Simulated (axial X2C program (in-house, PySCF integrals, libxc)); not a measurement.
**Worked dissociation energy of PN: r2SCAN, spin-free**

Calculated with an in-house relativistic program for diatomic molecules. Spin-free means the one-electron spin-free X2C Hamiltonian. Basis: P dyall-v3z [8s7p2d1f], N dyall-av3z [7s7p3d2f] (cores contracted in-house); Gaussian nuclei, density fitting, unrestricted open shells. Masses: P 30.974 u, N 14.003 u.

Molecular state: M_S = 0, Λ = 0 (closed shell).

| Property | Result |
| --- | --- |
| E(P) (2M_S = 3, M_L = 0) | -342.072387 hartree |
| E(N) (2M_S = 3, M_L = 0) | -54.613478 hartree |
| E(PN) at Re | -396.902227 hartree |
| ωe | 1383.8 cm⁻¹ |
| ωexe | 5.74 cm⁻¹ |

Task: Work out De and D0.

Result: De = -342.072387 + (-54.613478) − (-396.902227) = 0.21636 hartree = 5.887 eV. The zero-point energy is ωe/2 − ωexe/4 = 690 cm⁻¹ = 0.086 eV, so D0 = 5.802 eV.

The state is a single determinant with fixed occupations, the lowest that a limited PBE0 search found. The closed shell is kept restricted, so the energy runs too high when the bond is stretched far. De is counted from the lowest determinant-based energies of the atoms at the same level, without counterpoise correction.

Each atomic determinant is the lowest at this level and need not be a pure term. Totals compare only within one Hamiltonian and basis.
